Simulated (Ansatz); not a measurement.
**COF2 (singlet): the correlation ladder, 6-31G***

One table from this session's results is given with a row withheld; the runs are named, their logs left out.

Computed with Ansatz 0.2.0, Gaussian basis. Level: 6-31G*, core rule «outside noble gas», up to 4 orbitals frozen.

To be run: UHF; CCSD(T) on RHF; BCCD(T) on RHF; CISD; CCSDT(Q) on RHF; CASSCF and MRCISD+Q, 18 electrons in 13 orbitals; CASSCF and NEVPT2, 18 electrons in 13 orbitals.

17 further runs of the same task are left out: 17 set aside as unsound or not needed.

## What is computed

The geometry is an MP2(full)/6-31G* stationary point (not a proven minimum).

4 atoms, charge 0, spin multiplicity 1.

Atoms are counted from 1 here; the program's logs count them from 0.

Bond lengths: O1–C2 1.186 Å, C2–F3 1.326 Å, C2–F4 1.326 Å. Angles: O1–C2–F3 126.2°, O1–C2–F4 126.2°, F3–C2–F4 107.5°.

Set-up of the first run:

The input, in.yaml:

```yaml
crystal:
  periodic: [false, false, false]
  atoms:
    - {symbol: O, position_ang: [0.000000, 0.000000, 1.350051]}
    - {symbol: C, position_ang: [0.000000, 0.000000, 0.163694]}
    - {symbol: F, position_ang: [0.000000, 1.069490, -0.620212]}
    - {symbol: F, position_ang: [0.000000, -1.069490, -0.620212]}
basis:
  gaussian: {orbitals: "6-31G*"}
magnetization: {spin_polarized: true, initial_magnetization: 0}
hamiltonian: {xc: hf}
output: {orbitals: {seedname: orbitals}}
```

Run with:

```
ansatz run in.yaml --threads 1 --pin off --events-out ev --progress --plain --max-ram 3956MiB --backend cpu
```

Among the steps run: UHF; CCSD(T) on RHF; BCCD(T) on RHF; CISD; CCSDT(Q) on RHF; CASSCF and MRCISD+Q, 18 electrons in 13 orbitals; CASSCF and NEVPT2, 18 electrons in 13 orbitals.

One table of the session follows, with a row left open; its other results are not shown here.

It belongs to the step «Misses and costs». 

| method | from RCCSDT(Q) (meV) |
| --- | --- |
| RHF | ? |
| RMP2 | +610.0 |
| CISD | +2587.9 |
| RCCSD | +560.1 |
| RCCSD(T) | +62.9 |
| BCCD(T) | +51.3 |
| RCCSDT | +49.2 |
| RCCSDT(Q) | 0 |
| CASSCF valence | +13814.1 |
| NEVPT2 valence | +1558.0 |
| MRCISD valence | +1416.4 |
| MRCISD+Q valence | +222.9 |

Estimate the missing values for RHF.

As computed: from RCCSDT(Q) (meV): +18089.5. In the column «from RCCSDT(Q) (meV)» it is the highest.
